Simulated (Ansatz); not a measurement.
Saddle point of AlNH3Cl, closed shell (AlNH₃Cl ([NH2][AlH][Cl]) → AlCl + NH₃ (still joined by a long Al–N bond); bonds formed: N2–H3; bonds broken: Al1–H3; bonds weakened to dative contacts: Al1–N2), PBE0-D4/def2-TZVP structure:

```csv
atom,x (Å),y (Å),z (Å)
Al1,-0.7231,-0.7702,-0.5930
N2,0.5188,0.1459,0.4764
H3,0.9355,-0.4799,-0.8264
Cl4,-2.4720,0.4087,-0.8628
H5,1.1456,-0.4260,1.0345
H6,0.5953,1.1215,0.7714
```

Energies are electronic, without zero-point energy. Barriers and step energies count from the start structure reached by relaxing down the imaginary mode; all methods use the PBE0-D4 structures, on which another method's saddle can fall below an end. Program: Ansatz 0.2.0. Basis: def2-TZVPP, with def2-QZVPP for the basis limit. Cores are frozen in the correlated methods. B3LYP uses VWN-RPA correlation. Extrapolation: Hartree–Fock as exp(−7.88 √X), correlation as X^−2.97.

```json
{"method": "SPW92", "barrier (kJ/mol)": "230.2", "step energy (kJ/mol)": "81.9"}
{"method": "PBE-D4", "barrier (kJ/mol)": "?", "step energy (kJ/mol)": "80.7"}
{"method": "BLYP-D4", "barrier (kJ/mol)": "254.1", "step energy (kJ/mol)": "84.9"}
{"method": "r2SCAN-D4", "barrier (kJ/mol)": "272.1", "step energy (kJ/mol)": "111.0"}
{"method": "B97M-V", "barrier (kJ/mol)": "282.4", "step energy (kJ/mol)": "109.5"}
{"method": "PBE0-D4", "barrier (kJ/mol)": "275.0", "step energy (kJ/mol)": "90.3"}
{"method": "B3LYP-D4", "barrier (kJ/mol)": "279.5", "step energy (kJ/mol)": "93.5"}
{"method": "r2SCAN0-D4", "barrier (kJ/mol)": "292.9", "step energy (kJ/mol)": "110.0"}
{"method": "BHLYP-D4", "barrier (kJ/mol)": "316.2", "step energy (kJ/mol)": "103.1"}
{"method": "CAM-B3LYP-D4", "barrier (kJ/mol)": "?", "step energy (kJ/mol)": "104.4"}
{"method": "wB97X-V", "barrier (kJ/mol)": "305.8", "step energy (kJ/mol)": "109.1"}
{"method": "wB97M-V", "barrier (kJ/mol)": "291.3", "step energy (kJ/mol)": "92.3"}
{"method": "B2PLYP", "barrier (kJ/mol)": "287.4", "step energy (kJ/mol)": "102.5"}
{"method": "PBE-QIDH", "barrier (kJ/mol)": "298.8", "step energy (kJ/mol)": "105.0"}
{"method": "RPA on PBE", "barrier (kJ/mol)": "273.8", "step energy (kJ/mol)": "91.2"}
{"method": "HF", "barrier (kJ/mol)": "372.3", "step energy (kJ/mol)": "114.6"}
{"method": "MP2", "barrier (kJ/mol)": "?", "step energy (kJ/mol)": "111.3"}
{"method": "CCSD", "barrier (kJ/mol)": "303.1", "step energy (kJ/mol)": "100.6"}
{"method": "CCSD(T)", "barrier (kJ/mol)": "286.1", "step energy (kJ/mol)": "98.6"}
```

**Question.** Fill in the withheld barriers. (To be estimated.)

**Answer.** The calculation gives: PBE-D4 243.0; CAM-B3LYP-D4 298.3; MP2 294.7 kJ/mol. Each is the energy of the saddle less that of the start structure, by the same method.

For comparison, the barrier by CCSD(T) at an estimated basis limit (MP2 extrapolated from triple and quadruple zeta, plus CCSD(T) − MP2 in triple zeta) is 286.5 kJ/mol.

T1 diagnostic: at most 0.016. The restricted Hartree–Fock reference is unstable towards an unrestricted one at one or more of these structures. A large double-excitation amplitude points to some diradical character; no triplet was computed. The end structure is not quite a true minimum (one mode of 56i cm⁻¹).

Labels in which every atom is bracketed show which atoms are joined, not bond orders.

For scale, one of the runs: CCSD(T)/def2-TZVPP, 157 basis functions, launched by `ansatz run in.yaml --threads 2 --pin off --events-out ev --progress --plain --max-ram 4352MiB`. Hardware: 2 CPU threads of an Arm Neoverse V2, shared host. Wall time 13 s; peak host memory 1 GiB.
